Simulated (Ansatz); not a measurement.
`CC/N=C\F` → `C/C=N/CF`  (isomerisation)

Computed with Ansatz on PBE0-D4/def2-TZVP structures; ΔE is electronic, products minus reactants. CCSD(T)/CBS adds triple-zeta CCSD(T) − MP2 to the extrapolated MP2 energy (def2 sets, frozen cores). Double bonds are as drawn, so ΔE can hold a change between cis and trans. Functionals use def2-TZVPP. B3LYP here is the variant with VWN-RPA as its local correlation; programs differ in this. HSE06 is defined as in plane-wave codes. Each species was taken in one conformer, which may not be the lowest.

```csv
level,ΔE (kJ/mol)
LDA (SPW92),23.7
BLYP-D4,19.8
r2SCAN-D4,21.9
B3LYP,16.9
HSE06,18.6
CCSD(T)/def2-SVP,24.5
MP2/def2-TZVPP,20.8
SCS-MP2/def2-TZVPP,18.6
```

Problem. What does CCSD(T)/CBS give? (An estimate is asked.)

Solution. Computed: +17.6 kJ/mol. The listed levels differ from it by 6.1, 2.2, 4.3, -0.7, 1.0, 6.9, 3.2, 1.0 kJ/mol.

Largest T1 diagnostic among the species: 0.012.

At CCSD(T), def2-SVP lies +6.9 kJ/mol from the extrapolated value and def2-TZVPP +0.6 kJ/mol. Leaving LDA and LC-ωPBE aside and taking each functional with its dispersion term where it has one, the values, not all of them listed here, spread over 7.0 kJ/mol, from BHLYP-D4 to r2SCAN-D4. In def2-TZVPP, CCSD(T) changes the Hartree–Fock value by +8.6 kJ/mol (the triples alone add +1.4 kJ/mol) and MP2 by +11.1 kJ/mol.

CCSD(T)/CBS has its own doubt, a few kJ/mol and more with outer-core shells, so smaller differences from it don't rank the levels.
